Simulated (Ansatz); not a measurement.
Mean errors over 8 vertical spin gaps

Ansatz 0.2.0, basis cc-pVTZ; geometries are PBE0/def2-TZVP minima. Wave-function levels freeze the cores with the filled d shells of p-block atoms; HF, MP2 and coupled cluster are restricted for singlets and unrestricted otherwise, restricted open-shell where a d shell is frozen, Kohn–Sham unrestricted where that lies lower. The reference is CCSDT(Q) or full CI (coupled cluster only where its series has nearly closed). Semilocal and hybrid functionals correlate all electrons outside any core potential and usually lie nearer their basis limit than the reference, so part of their error here is the reference's basis and frozen-core error; RPA and the MP2 part of double hybrids freeze the same cores as the reference. An error is the level's value less the reference. None of these values is a measured one. Energies are electronic, without zero-point terms. No spin–orbit coupling and no scalar relativity. The species are chosen: bound, without strong static correlation by their natural occupations or amplitudes, in their lowest spin state as far as vertical gaps and like structures tell, and with a ladder that closes on the reference, so errors are smaller than for species at large; levels whose determinant breaks symmetry or spin markedly are left out.

```json
{"species": "Si–CH2, singlet (C–Si 1.702, C–H 1.090, angles at C 113/123°)", "quantity": "triplet less singlet, vertical", "reference": "CCSDT(Q)", "value (eV)": "1.991", "error CCSD": "-0.143", "error CCSD(T)": "-0.009", "error CCSDT": "-0.018", "error PBE": "-0.037", "error B3LYP": "-0.099", "error wB97M-V": "0.023", "error RPA-PBE": "-0.074"}
{"species": "Si–CH3, doublet (C–Si 1.889, C–H 1.094/1.104, angles at C 103/107/110/115°)", "quantity": "quartet less doublet, vertical", "reference": "CCSDT(Q)", "value (eV)": "1.926", "error CCSD": "-0.014", "error CCSD(T)": "-0.001", "error CCSDT": "0.001", "error PBE": "-0.016", "error B3LYP": "0.221", "error wB97M-V": "0.318", "error RPA-PBE": "0.132"}
{"species": "BSiH3 (H-bridged), singlet (B–Si 1.818, Si–H 1.714, B–H 1.184/1.316, angles at B 64/91/117/178°, angles at Si 44/67°, angles at H 72°, angles at H 72°)", "quantity": "triplet less singlet, vertical", "reference": "CCSDT(Q)", "value (eV)": "3.209", "error CCSD": "-0.031", "error CCSD(T)": "0.011", "error CCSDT": "-0.004", "error PBE": "-0.237", "error B3LYP": "-0.115", "error wB97M-V": "0.161", "error RPA-PBE": "-0.056"}
{"species": "BSiH2 (H-bridged), doublet (B–Si 1.844, Si–H 1.781, B–H 1.185/1.322, angles at B 66/116/178°, angles at Si 43°, angles at H 71°)", "quantity": "quartet less doublet, vertical", "reference": "CCSDT(Q)", "value (eV)": "3.066", "error CCSD": "0.000", "error CCSD(T)": "0.006", "error CCSDT": "0.001", "error PBE": "-0.148", "error B3LYP": "0.044", "error wB97M-V": "0.228", "error RPA-PBE": "0.028"}
{"species": "GeH2, singlet (Ge–H 1.594, angle at Ge 91°)", "quantity": "triplet less singlet, vertical", "reference": "full CI", "value (eV)": "1.410", "error CCSD": "-0.001", "error CCSD(T)": "0.001", "error CCSDT": "-0.003", "error PBE": "0.000", "error B3LYP": "0.160", "error wB97M-V": "0.132", "error RPA-PBE": "0.039"}
{"species": "SiH, doublet Π (Si–H 1.532)", "quantity": "quartet less doublet, vertical", "reference": "full CI", "value (eV)": "1.656", "error CCSD": "-0.003", "error CCSD(T)": "0.000", "error CCSDT": "-0.002", "error PBE": "-0.046", "error B3LYP": "0.234", "error wB97M-V": "0.276", "error RPA-PBE": "0.188"}
{"species": "GeH2⁺, doublet (Ge–H 1.552, angle at Ge 121°)", "quantity": "quartet less doublet, vertical", "reference": "CCSDT(Q)", "value (eV)": "4.452", "error CCSD": "0.026", "error CCSD(T)": "0.005", "error CCSDT": "0.001", "error PBE": "-0.139", "error B3LYP": "0.051", "error wB97M-V": "0.158", "error RPA-PBE": "0.078"}
{"species": "HAl–AsH, singlet (Al–As 2.217, Al–H 1.583, As–H 1.572, angles at As 67°, angles at Al 172°)", "quantity": "triplet less singlet, vertical", "reference": "CCSDT(Q)", "value (eV)": "2.719", "error CCSD": "-0.088", "error CCSD(T)": "-0.005", "error CCSDT": "-0.012", "error PBE": "-0.142", "error B3LYP": "-0.075", "error wB97M-V": "-0.025", "error RPA-PBE": "-0.124"}
```

| level | mean absolute error (eV) | mean signed error | largest error |
| --- | --- | --- | --- |
| CCSD(T) | 0.005 | 0.001 | 0.011 (BSiH3 (H-bridged)) |
| CCSDT | 0.005 | -0.004 | -0.018 (Si–CH2) |
| CCSD | 0.038 | -0.032 | -0.143 (Si–CH2) |
| RPA-PBE | 0.090 | 0.026 | 0.188 (SiH) |
| PBE | 0.096 | -0.096 | -0.237 (BSiH3 (H-bridged)) |
| B3LYP | 0.125 | 0.052 | 0.234 (SiH) |
| wB97M-V | 0.165 | 0.159 | 0.318 (Si–CH3) |
